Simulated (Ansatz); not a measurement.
Species: CH4O, SMILES `CO` (charge 0, multiplicity 1).

Problem. Give a relaxed geometry from B3LYP-D3(BJ)/def2-SVP (Ansatz, a program for electronic structure).

Solution. the end point of this relaxation (outside a Z-matrix the atoms follow the SMILES, hydrogens last).
Z-matrix (Å, degrees):
```
C
H 1 1.1011
O 1 1.4069 2 107.61
H 3 0.9652 1 108.18 2 -180.00
H 1 1.1091 2 107.34 3 -122.19
H 1 1.1091 2 107.34 5 -115.62
```
